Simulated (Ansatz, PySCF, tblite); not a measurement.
Bond stretch in C2H3N, SMILES CC#N, singlet. The C1–C5 bond (C1 also carries H, H, H; C5 carries N) is stretched with both fragments frozen at the PBE0/def2-TZVP optimised geometry. Each curve is given relative to its own lowest point near equilibrium.

```
R / Å      A      B      C      D
-----  -----  -----  -----  -----
1.08   5.395  5.021  4.941  5.021
1.18   2.375  2.178  2.023  2.178
1.24   1.303  1.179  1.035  1.179
1.29   0.708  0.631  0.512  0.631
1.35   0.267  0.230  0.152  0.230
1.41   0.049  0.039  0.007  0.039
1.45   0.000  0.000  0.000  0.000
1.49   0.010  0.016  0.048  0.016
1.53   0.069  0.077  0.140  0.077
1.57   0.168  0.173  0.267  0.173
1.67   0.536  0.520  0.693  0.520
1.80   1.170  1.102  1.373  1.102
1.92   1.816  1.685  2.041  1.685
2.20   3.304  2.994  3.495  2.994
2.40   4.247  3.797  4.338  3.797
2.62   5.139  4.525  5.048  4.532
2.91   6.101  5.105  5.676  5.291
3.21   6.883  5.421  6.052  5.868
3.58   7.622  5.627  6.272  6.363
3.86   8.058  5.713  6.331  6.621
4.34   8.628  5.789  6.353  6.912
5.09   9.208  5.833      —  7.149
```

Energies in eV.

Q: Which curve belongs to which method? The methods are GFN2-xTB, 300 K electronic temperature in tblite; RHF/cc-pVTZ (Ansatz, a first-principles code); PySCF 2.14.0 with restricted B3LYP/6-311+G**, spherical d; unrestricted B3LYP/6-311+G**, spherical d (PySCF 2.14.0).

A: A is RHF; B is UKS-B3LYP/6-311+G**; C is GFN2-xTB; D is RKS-B3LYP/6-311+G**.

Dashes: no converged value, or the column stops at the first point that the program doubted or that broke a chosen test of continuity, which isn't proof of a fault.

The restricted form behind RHF, RKS-B3LYP/6-311+G** keeps the bonding electrons paired and can't separate into open-shell fragments. The unrestricted determinant behind UKS-B3LYP/6-311+G** is spin-contaminated at 2.62 to 5.09 Å (<S²> up to 1.0, against 0.00 for a pure singlet).
